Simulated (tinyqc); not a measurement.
Stretching all distances: RHF, UHF, MP2, CISD and CCSD against full CI in the sto-3g basis, for BH3, spin multiplicity 1. Computed by the program tinyqc with PySCF. All coordinates are multiplied by the scale. c0^2 is the weight of the RHF determinant in the lowest singlet FCI state (UHF is spin-contaminated and may lie near states of higher spin) and n(LUMO) the first natural occupation beyond the occupied space.

Geometry (angstrom):
```
atom        x        y       z
B      0.0000   0.0000  0.0230
H      1.1300   0.0000  0.0000
H     -0.5650   0.9790  0.0000
H     -0.5650  -0.9790  0.0000
```

Full CI energy (hartree) and errors against it (kcal/mol):
```
scale   distance 1-2 (angstrom)      E(FCI)       RHF      UHF      MP2     CISD    CCSD  <S^2> UHF    c0^2  n(LUMO)
0.8800                   0.9946  -26.040893   24.5387  24.5387   6.9572   0.4179  0.1408     0.0000  0.9807   0.0106
1.0900                   1.2320  -26.118573   35.9904  35.9904  11.5312   1.0254  0.2741     0.0000  0.9637   0.0246
1.3000                   1.4693  -26.029292   54.3864  54.3864  19.2856   2.8185  0.7266     0.0000  0.9281   0.0574
1.7200                   1.9440  -25.768048  119.5227  83.3753  50.1144  17.9655  6.5435     1.3766  0.7410   0.2805
```

Estimate the missing row, scale = 1.51.

Computed row:
```
scale   distance 1-2 (angstrom)      E(FCI)      RHF      UHF      MP2    CISD    CCSD  <S^2> UHF    c0^2  n(LUMO)
1.5100                   1.7067  -25.893907  81.7151  81.7151  31.6478  7.5288  2.2104     0.0000  0.8597   0.1301
```

UHF parts from RHF first at scale 1.72 of those listed, where <S^2> leaves zero. The weight c0^2 goes from 0.98 to 0.74 and n(LUMO) from 0.01 to 0.28: static correlation grows as the bonds break into open-shell fragments. The spread of the error along the curve, which distorts its shape, is CCSD 6.4, CISD 17.5, MP2 43.2, UHF 58.8, RHF 95.0 kcal/mol. The table stops here: at scale 1.94 and beyond, the reference weight falls under 0.45 or RHF, UHF or CCSD hop between solutions, so those rows were left out and the spreads given cover only the rows shown. As computed, partly on other solutions, the errors there reach in size RHF 303, UHF 59, MP2 100, CISD 106, CCSD 71 kcal/mol.
